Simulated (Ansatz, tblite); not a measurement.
Removing and adding an electron: Na₂Cl. The state is a doublet with charge 0. Geometry: PBE0-D4/def2-TZVP. Ansatz, gas phase; energy differences of separate SCF runs; the oxidised species is a singlet (the triplet lies 4.89 eV higher at PBE0-D4/def2-TZVP); the reduced species is a singlet (the triplet lies 0.09 eV higher at PBE0-D4/def2-TZVPD).

```xyz
3

Na    0.409   -1.148   -1.250
Na    0.797    0.706    1.383
Cl   -1.206    0.442   -0.133
```

The xTB rows come from tblite. Correlated methods freeze 7 core orbitals; core or outer-core shells of Na are correlated, in sets that lack core-valence functions. The structure comes from a short search, and lower isomers may exist.

```csv
level,−HOMO (eV),vertical IE (eV),−LUMO (eV),vertical EA (eV),HOMO–LUMO gap (eV),IE − EA (eV),remarks
PBE-D4/def2-TZVP,2.97,4.99,2.11,–,0.85,–,–
PBE-D4/def2-TZVPD,2.97,–,2.11,0.77,0.86,–,"HOMO above zero (-1 singlet), restricted SCF unstable in HF (-1 singlet)"
r2SCAN-D4/def2-TZVP,2.96,4.82,2.00,–,0.96,–,–
r2SCAN-D4/def2-TZVPD,2.96,–,2.00,0.62,0.96,–,"HOMO above zero (-1 singlet), restricted SCF unstable in HF (-1 singlet)"
PBE0-D4/def2-TZVP,3.44,4.93,1.48,–,1.96,–,–
MP2/def2-TZVPP,–,4.66,–,–,–,–,–
CCSD/def2-TZVPD,–,–,–,0.69,–,–,"large T1 (0.022) (-1 singlet), restricted SCF unstable (-1 singlet)"
CCSD/def2-TZVPP,–,4.68,–,–,–,–,–
```

Problem. Estimate the rows for GFN1-xTB, GFN2-xTB, HF/def2-TZVPP, PBE0-D4/def2-TZVPD, MP2/def2-TZVPD, CCSD(T)/def2-TZVPD, CCSD(T)/def2-TZVPP.

Solution. 
```json
{"level": "GFN1-xTB", "−HOMO (eV)": "–", "vertical IE (eV)": "9.20", "−LUMO (eV)": "–", "vertical EA (eV)": "4.58", "HOMO–LUMO gap (eV)": "–", "IE − EA (eV)": "4.62", "remarks": "–"}
{"level": "GFN2-xTB", "−HOMO (eV)": "–", "vertical IE (eV)": "10.37", "−LUMO (eV)": "–", "vertical EA (eV)": "3.21", "HOMO–LUMO gap (eV)": "–", "IE − EA (eV)": "7.16", "remarks": "–"}
{"level": "HF/def2-TZVPP", "−HOMO (eV)": "–", "vertical IE (eV)": "4.52", "−LUMO (eV)": "–", "vertical EA (eV)": "–", "HOMO–LUMO gap (eV)": "–", "IE − EA (eV)": "–", "remarks": "–"}
{"level": "PBE0-D4/def2-TZVPD", "−HOMO (eV)": "3.44", "vertical IE (eV)": "–", "−LUMO (eV)": "1.47", "vertical EA (eV)": "0.68", "HOMO–LUMO gap (eV)": "1.97", "IE − EA (eV)": "–", "remarks": "HOMO above zero (-1 singlet), restricted SCF unstable in HF (-1 singlet)"}
{"level": "MP2/def2-TZVPD", "−HOMO (eV)": "–", "vertical IE (eV)": "–", "−LUMO (eV)": "–", "vertical EA (eV)": "0.49", "HOMO–LUMO gap (eV)": "–", "IE − EA (eV)": "–", "remarks": "restricted SCF unstable (-1 singlet)"}
{"level": "CCSD(T)/def2-TZVPD", "−HOMO (eV)": "–", "vertical IE (eV)": "–", "−LUMO (eV)": "–", "vertical EA (eV)": "0.77", "HOMO–LUMO gap (eV)": "–", "IE − EA (eV)": "–", "remarks": "large T1 (0.022) (-1 singlet), restricted SCF unstable (-1 singlet)"}
{"level": "CCSD(T)/def2-TZVPP", "−HOMO (eV)": "–", "vertical IE (eV)": "4.69", "−LUMO (eV)": "–", "vertical EA (eV)": "–", "HOMO–LUMO gap (eV)": "–", "IE − EA (eV)": "–", "remarks": "–"}
```

Relaxing the oxidised species (PBE0-D4/def2-TZVP) changes its energy by -0.82 eV at PBE0-D4/def2-TZVP, so the adiabatic ionisation energy to this nearest minimum is 4.11 eV. At PBE-D4/def2-TZVP it is 4.22 eV.  Run but left out: HF/def2-TZVPD (charge -1 singlet: restricted singlet, unstable towards broken spin symmetry).   A HOMO above zero means that the electron is unbound at that level or that self-interaction error raises the level; the energy of removing that electron tells which. HOMO and LUMO are the levels of the spin that leaves or enters (xTB has no such levels and no spin-polarisation term). Other spin states of the ions may lie lower, which would lower the ionisation energy or raise the affinity. Raw xTB energy differences between charge states are shifted by several eV; the methods need an empirical correction for them.
